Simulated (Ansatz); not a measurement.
# C₂H₂S, SMILES C1=CS1: the interaction energy of a dimer with the counterpoise correction

Program: the Python package of Ansatz (0.2.0).

The cells in order, each with its output:

In [1]:
```python
import ansatz as az
```

In [2]:
```python
FIRST = [
    ('C', (-0.4496, -0.4664, -0.1111)),
    ('C', (0.3488, 0.5458, 0.0606)),
    ('S', (0.9031, -0.9429, 0.6067)),
    ('H', (-1.3785, -0.7152, -0.4908)),
    ('H', (0.5761, 1.5786, -0.0654)),
]
SECOND = [
    ('C', (-0.6842, -0.2232, -4.3516)),
    ('C', (-1.7895, -0.5174, -3.7326)),
    ('S', (-0.3637, -0.8127, -2.895)),
    ('H', (-0.3277, 0.1568, -5.2447)),
    ('H', (-2.8536, -0.5408, -3.6968)),
]

def energy(atoms, ghosts=()):
    molecule = az.Crystal.molecule()
    for symbol, xyz in atoms:
        molecule = molecule.atom(symbol, xyz)
    calc = (
        molecule.calculation()
        .basis(gaussian='def2-SVP')
        .functional('r2SCAN')
    )
    deck = calc.input()
    if ghosts:
        deck = deck.set(az.key.basis.gaussian.ghost_atoms, [{'symbol': s, 'position_ang': list(xyz)} for s, xyz in ghosts])
    return az.Session.from_dict(deck).plan().execute().report['free_energy_ev']
```

In [3]:
```python
# monomers in their own basis and in the basis of the dimer
both = energy(FIRST + SECOND)
alone = energy(FIRST) + energy(SECOND)
ghosted = energy(FIRST, SECOND) + energy(SECOND, FIRST)
print(f'dimer {both:.6f} eV')
print(f'interaction, uncorrected   {(both - alone):8.3f} eV')
print(f'interaction, counterpoise  {(both - ghosted):8.3f} eV')
print(f'basis-set superposition    {(alone - ghosted):8.3f} eV')
```
```text
dimer -25861.171612 eV
interaction, uncorrected      0.204 eV
interaction, counterpoise     0.275 eV
basis-set superposition       0.072 eV
```

Uncorrected it is 0.204 eV, with the counterpoise correction 0.275 eV; the difference, 0.07 eV, is the superposition error. In this basis both values are repulsive.

Notes:
- Total energies depend on the basis set; only differences at equal settings carry meaning.
- The dimer is a generated trial pose of unrelaxed monomers, not a minimum, so the figure is no binding energy, and the basis set is small.
- This level lacks the dispersion part of the attraction (electrostatics and induction are there), which can decide the sign where the interaction is weak.
- Timing: 20 s on 1 thread of Arm Neoverse V2 (shared host), peak memory 0.22 GiB.

(Lines on the test bed's own set-up are left out of the output.)
